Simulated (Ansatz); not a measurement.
Geometry optimisation, RKS B3LYP/6-31G* (Ansatz 0.2.0).

Input:

```yaml
crystal:
  periodic: [false, false, false]
  atoms:
    - { symbol: B, position_ang: [0.0, 0.0, 0.0] }
    - { symbol: H, position_ang: [0.0, 0.0, 1.19] }
    - { symbol: Cl, position_ang: [1.6108, 0.0, -0.93] }
    - { symbol: F, position_ang: [-1.1431, 0.0, -0.66] }
basis:
  gaussian: { orbitals: "6-31G*" }
hamiltonian:
  xc: b3lyp
relax:
  f_tol: 0.02
  max_steps: 40
```

Run as:

```bash
$ ansatz run input.yaml --threads 1 --pin off --max-ram 2048MiB --backend cpu --events-out ev --progress --plain --runs-dir out
```

Problem. Where does it end, and by what steps?

Solution. The run converged. After 4 steps the energy has fallen by 0.104 eV; Cl3 moved furthest, 0.08 Å.

```tsv
step	energy less start (eV)	largest force component (eV/Å)	accepted
0	0.0000	1.636	yes
1	-0.0796	0.834	yes
2	-0.1031	0.174	yes
3	-0.1040	0.096	yes
4	-0.1041	0.010	yes
```

```xyz
4
Properties=species:S:1:pos:R:3
B 0.021 0.000 -0.008
H 0.021 0.000 1.180
Cl 1.539 0.000 -0.897
F -1.113 0.000 -0.676
```

Whether the end is a true minimum wasn't checked by a vibrational analysis.

The run took 6.6 s on 1 thread of Arm Neoverse V2, on a shared host, peak memory 0.12 GiB.
